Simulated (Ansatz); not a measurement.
A run for Ansatz (a quantum-chemistry and plane-wave program): U-BLYP/def2-TZVPPD on HN2 (SMILES [N]=N), 2S+1 = 2. Files ending in .json are basis or fitting sets from the Basis Set Exchange.

Ansatz 0.2 input:
```yaml
crystal:
  periodic: [false, false, false]
  atoms:
    - {symbol: N, position_ang: [0.00000000, 0.00000000, 0.00000000]}
    - {symbol: N, position_ang: [1.17820000, 0.00000000, 0.00000000]}
    - {symbol: H, position_ang: [1.64496947, 0.93663681, 0.00000000]}
basis:
  gaussian:
    orbitals: def2-TZVPPD.json
hamiltonian:
  xc: {name: BLYP}
magnetization: {spin_polarized: true, initial_magnetization: 1}
```

The log:

```
WARN ansatz: RAYON_NUM_THREADS=2 ignored (pool sized by the plan → 2); use --threads N
Functional definition: BLYP
integrals: 0.01 GiB planned
417 factors; their error is unknown
mean field: 0.21 GiB planned
mean field evaluation 1: about -2991.7175 eV, gradient 2.8e1 eV
mean field evaluation 2: about -2987.8628 eV, gradient 4.0e1 eV
mean field evaluation 4: about -2994.8306 eV, gradient 6.9e0 eV
mean field evaluation 8: about -2995.0086 eV, gradient 3.1e-2 eV
mean field evaluation 16: about -2995.0018 eV, gradient 3.9e-5 eV
mean field -2995.00183822 eV, -110.0642874693 hartree, gradient 3.9e-5 eV, S^2 0.753216; 0 other end points of the search recorded, 0 dependent functions left out
reference -2995.00208364 eV, -110.0642964884 hartree; 8, 7 occupied and 83, 84 virtual orbitals, 417 factors
Total energy: -2995.00208364 eV, -110.0642964884 hartree
```

The run converged.

Cost: very roughly 1.1 core-seconds.
